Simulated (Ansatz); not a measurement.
Cost and result for the atomization energy of CH5AlSi (`[CH2]1[AlH][SiH2]1`) (8 atoms, 8 bonds).

Charge 0, multiplicity 1. All single points use the PBE0-D4/def2-TZVP geometry. Program: Ansatz. All runs use 2 threads of an Arm Neoverse V1 on a shared host. Times are those of one run each, without the atoms' runs, and a repeat can differ threefold. Electronic energies, without spin–orbit coupling; frozen cores. CCSD(T)/CBS adds CCSD(T) − MP2 in def2-TZVPP to the MP2 limit, and its time is that of the two runs behind it. T1 = 0.013. HSE06 is the plane-wave form, built on full-range PBE exchange.

CCSD(T)/CBS is a level of theory with its own doubt, some kJ/mol a heavy atom from the limit and from the frozen cores, so smaller differences don't rank the functionals.

```tsv
level	functions	wall time	atomization (kJ/mol)	difference from CCSD(T)/CBS	per bond
CCSD(T)/def2-SVP	75	1.1 s	2247.6	-149.3	-18.7
LDA (SPW92)/def2-TZVPP	185	1.2 s	2685.5	288.6	36.1
revPBE-D4/def2-TZVPP	185	2 s	2360.3	-36.6	-4.6
BLYP-D4/def2-TZVPP	185	2.1 s	2361.8	-35.1	-4.4
PBE-D4/def2-TZVPP (with forces)	185	2.5 s	2403.2	6.3	0.8
BHLYP-D4/def2-TZVPP	185	2.6 s	2347.2	-49.7	-6.2
HSE06-D4/def2-TZVPP	185	2.9 s	2388.7	-8.2	-1.0
B2PLYP/def2-TZVPP	185	4.5 s	2357.6	-39.3	-4.9
PBE-QIDH/def2-TZVPP	185	4.7 s	2378.1	-18.8	-2.4
B97M-V/def2-TZVPP	185	8.5 s	2434.8	37.9	4.7
MP2/def2-QZVPP	347	14 s	2373.2	-23.7	-3.0
CCSD(T)/def2-TZVPP	185	21 s	2334.4	-62.5	-7.8
CCSD(T)/CBS(def2)	–	35 s	2396.9	0.0	0.0
```

From PBE to PBE0 (25 % exact exchange), in def2-TZVPP and without D4, the atomization energy moves by −13.6 kJ/mol: exact exchange takes away binding that semilocal exchange gives to molecules. At CCSD(T), def2-SVP lies −149.4 kJ/mol from the extrapolated value and def2-TZVPP −62.5 kJ/mol: correlation converges slowly with the basis, and small sets miss more of it in the bonded molecule than in its fragments. In def2-TZVPP, CCSD(T) changes the Hartree–Fock value by +562.4 kJ/mol (the triples alone add +30.8 kJ/mol) and MP2 by +564.0 kJ/mol; breaking electron pairs costs correlation energy, which Hartree–Fock lacks.
